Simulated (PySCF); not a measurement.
# Calculated properties of `N` (NH3)

NH3.
Numbering: `[NH3:1]` (hydrogens: H2, H3, H4 on N1)

From GFN2-xTB geometry:

```
Point group of the GFN2-xTB geometry                  : C3v
Rotational constants A, B, C of the GFN2-xTB geometry : 300.662, 300.485, 187.609 GHz
```

PBE0/pcSseg-1 ground state and GIAO shieldings, non-relativistic (PySCF):

```
Dipole moment                                               : 1.74 D
HOMO energy                                                 : -7.31 eV
LUMO energy                                                 : 1.59 eV
HOMO–LUMO gap                                               : 8.90 eV
Lowest Hirshfeld atomic charge                              : -0.33 e on N1
Highest Hirshfeld atomic charge                             : +0.11 e on H2/H3/H4
1H chemical shifts (computed TMS as zero) by class          : 0.00 (H2/H3/H4) ppm
Isotropic shieldings of nuclei other than C and H, by class : 268 (N1) ppm
```

Monoisotopic mass (most abundant isotopes): 17.0265 u.

The rotational constants are those of an oblate symmetric top; the small spread among constants that symmetry makes equal is optimisation noise. The dipole equals about 5.8 × 10⁻³⁰ C·m (1 D = 3.33564 × 10⁻³⁰ C·m). With B = h/(8π²I), that is 505.379 GHz u Å² over I, the principal moments of inertia are 1.68, 1.68 and 2.69 u Å² (most abundant isotopes). Point group C3v permits a dipole; with 1.74 D the species has a pure rotational spectrum.

Geometry: GFN2-xTB; no solvent, vibrations or thermal averaging.
